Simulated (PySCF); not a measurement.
## Basis-set dependence of population analyses: 1,2,3-trifluoropropane

Compound: 1,2,3-trifluoropropane, C3H5F3.
Z-matrix (Å and degrees, PBE0-D3(BJ)/def2-SVP geometry), rows numbered from 1:
```
F 
C   1  1.3695
C   2  1.5061  1  110.76
F   3  1.3753  2  110.19  1    67.29
C   3  1.5163  2  113.17  1   -52.73
F   5  1.3699  3  109.03  2   -62.77
H   2  1.1027  1  109.15  3  -120.00
H   2  1.1027  1  108.98  3   120.58
H   3  1.1056  2  108.03  1  -174.15
H   5  1.1017  3  109.69  2   177.03
H   5  1.1016  3  109.40  2    57.06
```

PBE0 throughout (PySCF), one geometry, spherical d and f functions. Isolated species at its PBE0-D3(BJ)/def2-SVP geometry (one conformer only). Atoms taken as equivalent share a column and are averaged.

Mulliken charges (e):

```json
{"basis": "STO-3G", "functions": "35", "F1/F6": "-0.111", "C2/C5": "-0.051", "C3": "+0.025", "F4": "-0.114", "H7/H10": "+0.083", "H8/H11": "+0.084", "H9": "+0.078"}
{"basis": "6-31G", "functions": "64", "F1/F6": "-0.339", "C2/C5": "-0.002", "C3": "+0.081", "F4": "-0.337", "H7/H10": "+0.185", "H8/H11": "+0.193", "H9": "+0.182"}
{"basis": "pcSseg-0", "functions": "64", "F1/F6": "-0.385", "C2/C5": "-0.024", "C3": "-0.046", "F4": "-0.379", "H7/H10": "+0.245", "H8/H11": "+0.250", "H9": "+0.252"}
{"basis": "6-31G*", "functions": "94", "F1/F6": "-0.337", "C2/C5": "+0.002", "C3": "+0.140", "F4": "-0.344", "H7/H10": "+0.174", "H8/H11": "+0.181", "H9": "+0.165"}
{"basis": "def2-SVP", "functions": "109", "F1/F6": "-0.275", "C2/C5": "+0.245", "C3": "+0.078", "F4": "-0.268", "H7/H10": "+0.050", "H8/H11": "+0.053", "H9": "+0.044"}
{"basis": "cc-pVDZ", "functions": "109", "F1/F6": "-0.239", "C2/C5": "+0.211", "C3": "+0.058", "F4": "-0.235", "H7/H10": "+0.047", "H8/H11": "+0.052", "H9": "+0.034"}
{"basis": "pcSseg-1", "functions": "127", "F1/F6": "-0.333", "C2/C5": "+0.167", "C3": "+0.049", "F4": "-0.327", "H7/H10": "+0.122", "H8/H11": "+0.126", "H9": "+0.115"}
{"basis": "aug-cc-pVDZ", "functions": "183", "F1/F6": "-0.452", "C2/C5": "+0.845", "C3": "+0.660", "F4": "-0.549", "H7/H10": "-0.164", "H8/H11": "-0.160", "H9": "-0.250"}
{"basis": "6-311+G(2d,p)", "functions": "192", "F1/F6": "-0.261", "C2/C5": "-0.062", "C3": "+0.112", "F4": "-0.257", "H7/H10": "+0.160", "H8/H11": "+0.165", "H9": "+0.142"}
{"basis": "def2-TZVP", "functions": "216", "F1/F6": "-0.226", "C2/C5": "+0.001", "C3": "+0.106", "F4": "-0.217", "H7/H10": "+0.118", "H8/H11": "+0.121", "H9": "+0.081"}
{"basis": "cc-pVTZ", "functions": "250", "F1/F6": "-0.223", "C2/C5": "+0.104", "C3": "+0.122", "F4": "-0.221", "H7/H10": "+0.068", "H8/H11": "+0.072", "H9": "+0.058"}
{"basis": "IGLO-III", "functions": "260", "F1/F6": "-0.271", "C2/C5": "+0.013", "C3": "+0.136", "F4": "-0.264", "H7/H10": "+0.128", "H8/H11": "+0.137", "H9": "+0.115"}
```

IAO charges (e):

```
        basis  functions   F1/F6   C2/C5      C3      F4  H7/H10  H8/H11      H9
       STO-3G         35  -0.139  -0.113  -0.003  -0.137  +0.129  +0.129  +0.126
        6-31G         64  -0.300  -0.013  +0.124  -0.301  +0.161  +0.163  +0.154
     pcSseg-0         64  -0.293  -0.010  +0.112  -0.291  +0.157  +0.159  +0.152
       6-31G*         94  -0.309  +0.027  +0.154  -0.311  +0.145  +0.147  +0.138
     def2-SVP        109  -0.313  +0.031  +0.157  -0.314  +0.145  +0.147  +0.138
      cc-pVDZ        109  -0.312  +0.025  +0.156  -0.313  +0.147  +0.149  +0.139
     pcSseg-1        127  -0.320  +0.028  +0.157  -0.320  +0.150  +0.152  +0.143
  aug-cc-pVDZ        183  -0.326  +0.025  +0.159  -0.326  +0.155  +0.157  +0.147
6-311+G(2d,p)        192  -0.326  +0.023  +0.157  -0.326  +0.156  +0.158  +0.148
    def2-TZVP        216  -0.325  +0.027  +0.160  -0.326  +0.153  +0.155  +0.146
      cc-pVTZ        250  -0.323  +0.025  +0.159  -0.324  +0.153  +0.155  +0.145
     IGLO-III        260  -0.327  +0.024  +0.158  -0.327  +0.155  +0.157  +0.148
```

Hirshfeld charges (e):

```tsv
basis	functions	F1/F6	C2/C5	C3	F4	H7/H10	H8/H11	H9
STO-3G	35	-0.081	+0.054	+0.069	-0.086	+0.015	+0.015	+0.011
6-31G	64	-0.125	+0.031	+0.063	-0.124	+0.051	+0.050	+0.047
pcSseg-0	64	-0.117	+0.027	+0.064	-0.117	+0.048	+0.047	+0.043
6-31G*	94	-0.114	+0.027	+0.058	-0.115	+0.047	+0.046	+0.044
def2-SVP	109	-0.106	+0.016	+0.051	-0.106	+0.049	+0.047	+0.046
cc-pVDZ	109	-0.100	+0.013	+0.046	-0.100	+0.046	+0.045	+0.045
pcSseg-1	127	-0.109	+0.015	+0.048	-0.108	+0.051	+0.049	+0.049
aug-cc-pVDZ	183	-0.108	+0.008	+0.039	-0.107	+0.054	+0.052	+0.055
6-311+G(2d,p)	192	-0.112	+0.014	+0.041	-0.112	+0.054	+0.053	+0.055
def2-TZVP	216	-0.108	+0.011	+0.042	-0.108	+0.053	+0.051	+0.053
cc-pVTZ	250	-0.105	+0.010	+0.042	-0.104	+0.051	+0.049	+0.052
IGLO-III	260	-0.108	+0.008	+0.040	-0.107	+0.054	+0.052	+0.055
```

ESP-fitted charges (e):

```json
{"basis": "STO-3G", "functions": "35", "F1/F6": "-0.093", "C2/C5": "-0.079", "C3": "+0.200", "F4": "-0.146", "H7/H10": "+0.065", "H8/H11": "+0.071", "H9": "+0.017"}
{"basis": "6-31G", "functions": "64", "F1/F6": "-0.263", "C2/C5": "+0.126", "C3": "+0.254", "F4": "-0.292", "H7/H10": "+0.063", "H8/H11": "+0.075", "H9": "+0.035"}
{"basis": "pcSseg-0", "functions": "64", "F1/F6": "-0.264", "C2/C5": "+0.097", "C3": "+0.331", "F4": "-0.312", "H7/H10": "+0.068", "H8/H11": "+0.080", "H9": "+0.019"}
{"basis": "6-31G*", "functions": "94", "F1/F6": "-0.178", "C2/C5": "-0.028", "C3": "+0.221", "F4": "-0.221", "H7/H10": "+0.087", "H8/H11": "+0.097", "H9": "+0.043"}
{"basis": "def2-SVP", "functions": "109", "F1/F6": "-0.210", "C2/C5": "+0.052", "C3": "+0.230", "F4": "-0.249", "H7/H10": "+0.070", "H8/H11": "+0.079", "H9": "+0.037"}
{"basis": "cc-pVDZ", "functions": "109", "F1/F6": "-0.198", "C2/C5": "+0.028", "C3": "+0.239", "F4": "-0.239", "H7/H10": "+0.073", "H8/H11": "+0.082", "H9": "+0.032"}
{"basis": "pcSseg-1", "functions": "127", "F1/F6": "-0.221", "C2/C5": "+0.033", "C3": "+0.265", "F4": "-0.265", "H7/H10": "+0.080", "H8/H11": "+0.090", "H9": "+0.035"}
{"basis": "aug-cc-pVDZ", "functions": "183", "F1/F6": "-0.203", "C2/C5": "+0.004", "C3": "+0.197", "F4": "-0.247", "H7/H10": "+0.090", "H8/H11": "+0.102", "H9": "+0.064"}
{"basis": "6-311+G(2d,p)", "functions": "192", "F1/F6": "-0.206", "C2/C5": "-0.011", "C3": "+0.212", "F4": "-0.253", "H7/H10": "+0.097", "H8/H11": "+0.109", "H9": "+0.064"}
{"basis": "def2-TZVP", "functions": "216", "F1/F6": "-0.195", "C2/C5": "-0.016", "C3": "+0.204", "F4": "-0.241", "H7/H10": "+0.093", "H8/H11": "+0.105", "H9": "+0.061"}
{"basis": "cc-pVTZ", "functions": "250", "F1/F6": "-0.190", "C2/C5": "-0.019", "C3": "+0.206", "F4": "-0.234", "H7/H10": "+0.092", "H8/H11": "+0.102", "H9": "+0.057"}
{"basis": "IGLO-III", "functions": "260", "F1/F6": "-0.197", "C2/C5": "-0.017", "C3": "+0.180", "F4": "-0.239", "H7/H10": "+0.098", "H8/H11": "+0.110", "H9": "+0.072"}
```

Some averages cover members that differ in this geometry, most widely: C2/C5, ESP-fitted in IGLO-III -0.036 to +0.001; C2/C5, ESP-fitted in def2-TZVP -0.035 to +0.003; C2/C5, ESP-fitted in cc-pVTZ -0.037 to 0.000; C2/C5, ESP-fitted in aug-cc-pVDZ -0.014 to +0.022 e.

Task: Which scheme is steadiest as the basis changes?

Result: Largest range over the bases for any column: Hirshfeld 0.05 e, IAO 0.19 e, ESP-fitted 0.20 e, Mulliken 0.91 e. Hirshfeld charges move least and Mulliken charges most, counted in e. Without the minimal STO-3G basis the ranges are Hirshfeld 0.02, IAO 0.05, ESP-fitted 0.15, Mulliken 0.91 e.

Task: How much do the charges still move between the two largest bases, cc-pVTZ and IGLO-III?

Result: At most, over all atoms: Mulliken 0.095 e, IAO 0.004 e, Hirshfeld 0.003 e, ESP-fitted 0.025 e.

Task: What do the same runs give for the total energy, the frontier levels and the dipole moment?

Result: 
| basis | energy (Eh) | HOMO (eV) | LUMO (eV) | μ (D) |
| --- | --- | --- | --- | --- |
| STO-3G | -410.6868 | -4.79 | 7.53 | 0.84 |
| 6-31G | -416.3068 | -9.27 | 2.09 | 1.73 |
| pcSseg-0 | -415.4430 | -9.33 | 2.03 | 1.80 |
| 6-31G* | -416.3967 | -9.02 | 2.42 | 1.40 |
| def2-SVP | -416.0958 | -9.28 | 1.85 | 1.50 |
| cc-pVDZ | -416.4303 | -9.13 | 1.92 | 1.44 |
| pcSseg-1 | -416.3783 | -9.42 | 1.45 | 1.60 |
| aug-cc-pVDZ | -416.4722 | -9.48 | -0.06 | 1.56 |
| 6-311+G(2d,p) | -416.5517 | -9.52 | 0.30 | 1.59 |
| def2-TZVP | -416.5920 | -9.43 | 1.28 | 1.53 |
| cc-pVTZ | -416.5705 | -9.36 | 1.29 | 1.49 |
| IGLO-III | -416.6007 | -9.49 | 0.80 | 1.55 |

The dipole is fixed by the density alone, so its range of 0.96 D shows that the density itself changes with the basis, not only its division among atoms.
